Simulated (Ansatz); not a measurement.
```yaml
crystal:
  periodic: [false, false, false]
  atoms:
    - {symbol: Al, position_ang: [-1.021736, -0.745368, -0.595012]}
    - {symbol: Si, position_ang: [0.854449, 0.186327, 0.397591]}
    - {symbol: S, position_ang: [-0.918079, 1.374855, -0.142191]}
    - {symbol: H, position_ang: [-2.078317, -1.714965, -1.239595]}
    - {symbol: H, position_ang: [2.076217, 0.627536, -0.325152]}
    - {symbol: H, position_ang: [1.129667, 0.207515, 1.858259]}
basis:
  gaussian: {orbitals: def2-TZVPD, final_grid: {core_spheres: 1, valence_spheres: 1, degree: 3}}
hamiltonian: {xc: {name: PBE}}
accuracy: high
output: {forces: true}
```

```sh
$ ansatz run in.yaml --threads 2 --pin off --events-out ev --progress --plain --max-ram 4352MiB
```

It prints (some lines left out):

```
Functional definition: PBE
2575 factors; integrals over basis functions are off by at most 4.1e-9 eV
mean field evaluation 1: about -25345.0430 eV, gradient 2.8e1 eV
mean field evaluation 2: about -25340.4120 eV, gradient 4.7e1 eV
mean field evaluation 4: about -25347.7072 eV, gradient 5.0e0 eV
mean field evaluation 16: about -25561.5800 eV, gradient 2.5e1 eV
mean field -25589.85766099 eV, -940.4099236130 hartree, gradient 1.8e-8 eV, S^2 0.000000; 0 other end points of the search recorded, 0 dependent functions left out
reference -25589.85766101 eV, -940.4099236135 hartree; 23, 23 occupied and 136, 136 virtual orbitals, 2575 factors
Total energy: -25589.85766101 eV, -940.4099236135 hartree
Atom 0 at    -1.021736    -0.745368    -0.595012 Å, force     3.702673    -7.749071     0.114514 eV/Å
Atom 1 at     0.854449     0.186327     0.397591 Å, force  -129.822234   -11.961866   -58.581690 eV/Å
Atom 2 at    -0.918079     1.374855    -0.142191 Å, force    36.535821   -11.613953    13.604412 eV/Å
Atom 3 at    -2.078317    -1.714965    -1.239595 Å, force     3.524869     1.467577     1.810486 eV/Å
Atom 4 at     2.076217     0.627536    -0.325152 Å, force    50.357035    18.180495     4.622921 eV/Å
Atom 5 at     1.129667     0.207515     1.858259 Å, force    35.701836    11.676818    38.429356 eV/Å
Dipole moment:     0.835622    -4.693019    -0.540588 e Å
```

(1) Something in this input is off. What?

## Answers

(1) The integration grid is far too coarse. Self-consistency was reached. The result belongs to that input, not to the molecule as meant.
